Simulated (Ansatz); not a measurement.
Cost and result for the atomization energy of `[NH2][Mg][Cl]` (5 atoms, 4 bonds).

The species carries charge 0 and has multiplicity 1. Correlated methods include outer-core shells of Mg, which these sets cover unevenly. The geometry is a stationary point of PBE0-D4/def2-TZVP. It is one conformer, not always the lowest. Program: Ansatz. All runs use 2 threads of a server CPU on a shared host. Times are those of one run each, without the atoms' runs, and a repeat can differ threefold. Electronic energies, without spin–orbit coupling; frozen cores. CCSD(T)/CBS adds CCSD(T) − MP2 in def2-TZVPP to the MP2 limit, and its time is that of the two runs behind it. T1 = 0.008. With those shells the extrapolation isn't a true limit.

CCSD(T)/CBS is a level of theory with its own doubt, some kJ/mol a heavy atom from the limit and from the frozen cores, so smaller differences don't rank the functionals.

```tsv
level	functions	wall time	atomization (kcal/mol)	difference from CCSD(T)/CBS	per bond
CCSD(T)/def2-SVP	60	0.7 s	313.9	-34.4	-8.6
BLYP-D4/def2-TZVPP	133	1 s	343.2	-5.1	-1.3
PBE-D4/def2-TZVPP (with forces)	133	1.1 s	348.7	0.4	0.1
PBE0-D4/def2-TZVPP	133	1.1 s	341.2	-7.1	-1.8
BHLYP-D4/def2-TZVPP	133	1.1 s	330.9	-17.4	-4.4
CAM-B3LYP-D4/def2-TZVPP	133	1.4 s	344.9	-3.4	-0.8
PBE-QIDH/def2-TZVPP	133	1.9 s	339.2	-9.1	-2.3
r2SCAN-D4/def2-TZVPP (with forces)	133	2.3 s	346.3	-2.0	-0.5
B97M-V/def2-TZVPP	133	4.2 s	344.8	-3.5	-0.9
ωB97M-V/def2-TZVPP (with forces)	133	4.5 s	343.9	-4.4	-1.1
MP2/def2-QZVPP	250	4.5 s	351.3	3.0	0.7
CCSD(T)/def2-TZVPP	133	12 s	330.8	-17.5	-4.4
CCSD(T)/CBS(def2)	–	16 s	348.3	0.0	0.0
```

The D4 term adds +2.3 kcal/mol with B3LYP and +1.2 kcal/mol with PBE0; it sums over pairs of atoms, weighted by their polarisabilities, and B3LYP, whose exchange is more repulsive, gets the larger term. From PBE to PBE0 (25 % exact exchange), in def2-TZVPP and without D4, the atomization energy moves by −7.3 kcal/mol: exact exchange takes away binding that semilocal exchange gives to molecules. In def2-TZVPP, CCSD(T) changes the Hartree–Fock value by +95.0 kcal/mol (the triples alone add +5.6 kcal/mol) and MP2 by +104.8 kcal/mol; breaking electron pairs costs correlation energy, which Hartree–Fock lacks.

B3LYP here is the variant with VWN-RPA as its local correlation; programs differ in this.
